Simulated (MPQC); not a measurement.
# HF/def2-SVPD run of CClF3 (SMILES FC(F)(F)Cl)

What is the vertical ionisation energy of CClF3 at HF/def2-SVPD? 

The calculation is run with MPQC 2.3.1.

5 further runs of the same task are left out: 1 that didn't finish, 4 set aside as unsound or not needed.

### Step 1. The system as given

The species is CClF3 (5 atoms), meant as a singlet with charge 0. As SMILES, `FC(F)(F)Cl`. The shape is that of a PBE0-D4/def2-TZVP optimisation.

Bond lengths: F1–C2 1.322 Å, C2–F3 1.322 Å, C2–F4 1.322 Å, C2–Cl5 1.756 Å. Angles: F1–C2–F3 108.7°, F1–C2–F4 108.7°, F1–C2–Cl5 110.2°, F3–C2–F4 108.7°, F3–C2–Cl5 110.2°, F4–C2–Cl5 110.2°.

### Step 2. A single-point energy at HF/def2-SVPD

run.in reads:

```
molecule<Molecule>: (
   symmetry = c1
   unit = angstrom
   { atoms geometry } = {
      F  [ 0.213700       0.019100       1.326100 ]
      C  [ -0.002200      -0.082500       0.026100 ]
      F  [ -1.249600      -0.474600      -0.167100 ]
      F  [ 0.811700      -0.999000      -0.468500 ]
      Cl [ 0.276300       1.463300      -0.758000 ]
   }
)
basis<GaussianBasisSet>: (
   name = "def2-SVPD"
   molecule = $:molecule
   basisdir = "."
   puream = yes
)
mpqc: (
   checkpoint = no
   savestate = no
   restart = no
   do_energy = yes
   do_gradient = no
   optimize = no
   mole<CLHF>: (
      molecule = $:molecule
      basis = $:basis
      total_charge = 0
      memory = 1000000000
      print_evals = yes
      print_npa = yes
      maxiter = 120
      value_accuracy = 1e-08
      guess_wavefunction<CLHF>: (
         molecule = $:molecule
         total_charge = 0
         memory = 1000000000
         value_accuracy = 1e-3
         basis<GaussianBasisSet>: (
            name = "STO-3G"
            molecule = $:molecule
         )
      )
   )
)
```

The basis set def2-SVPD is read from a file made from the Basis Set Exchange's data (not shown).

On the command line:

```
$ mpqc -o run.out run.in
```

Output, cut to the lines that bear on the results:

```text
MPQC: Massively Parallel Quantum Chemistry
[...]
  LUMO is    26   A =   0.091756
  total scf energy = -795.2896203395
Value of the MolecularEnergy: -795.2896203395
[...]
      symmetry = c1
[...]
```

It took 44 s on 1 thread of Arm Neoverse N1, shared host; peak memory 0.51 GiB.

### Step 3. The doublet cation at the same level

mol.in reads:

```
molecule<Molecule>: (
  symmetry = c1
  unit = angstrom
  { atoms geometry } = {
    F  [ 0.213700       0.019100       1.326100 ]
    C  [ -0.002200      -0.082500       0.026100 ]
    F  [ -1.249600      -0.474600      -0.167100 ]
    F  [ 0.811700      -0.999000      -0.468500 ]
    Cl [ 0.276300       1.463300      -0.758000 ]
  }
)
basis<GaussianBasisSet>: (
  name = "def2-SVPD"
  molecule = $:molecule
  basisdir = "."
  puream = yes
)
mpqc: (
  checkpoint = no
  savestate = no
  restart = no
  do_energy = yes
  do_gradient = no
  optimize = no
  mole<UHF>: (
    molecule = $:molecule
    basis = $:basis
    total_charge = 1
    multiplicity = 2
    memory = 1000000000
    print_evals = yes
    print_npa = yes
    maxiter = 120
    value_accuracy = 1e-08
    guess_wavefunction<ExtendedHuckelWfn>: (
      molecule = $:molecule
      total_charge = 1
      multiplicity = 2
      basis<GaussianBasisSet>: (
        name = "STO-3G"
        molecule = $:molecule
      )
    )
  )
)
```

The basis set def2-SVPD is read from a file made from the Basis Set Exchange's data (not shown).

On the command line:

```
$ mpqc mol.in > mol.out
```

Output, cut to the lines that bear on the results:

```text
MPQC: Massively Parallel Quantum Chemistry
[...]
  USCF::init: total charge = 1
[...]
  iter     1 energy = -762.3248512091 delta = 1.19467e-01
[...]
  <S^2>      = 0.759268
  total scf energy = -794.8395610015
Value of the MolecularEnergy: -794.8395610015
[...]
      symmetry = c1
[...]
      nbasis = 116
[...]
    nalpha = 25
    nbeta = 24
[...]
```

Run time: 78 s. Hardware: 1 thread of Arm Neoverse N1, shared host; peak memory 0.51 GiB.

### Step 4. Results

Level: HF/def2-SVPD.

```
                                          quantity          value
                       singlet CClF3: total energy  -795.28962 Eh
                        singlet CClF3: HOMO energy      -13.87 eV
                        singlet CClF3: LUMO energy        2.50 eV
                      singlet CClF3: HOMO–LUMO gap       16.37 eV
                      doublet cation: total energy  -794.83956 Eh
                              doublet cation: ⟨S²⟩          0.759
vertical ionisation energy (to the doublet cation)      12.247 eV
```

In words: Removing an electron at fixed nuclei costs 12.25 eV (1182 kJ/mol). The negative HOMO energy of the first species, 13.87 eV, lies 1.63 eV above that difference.
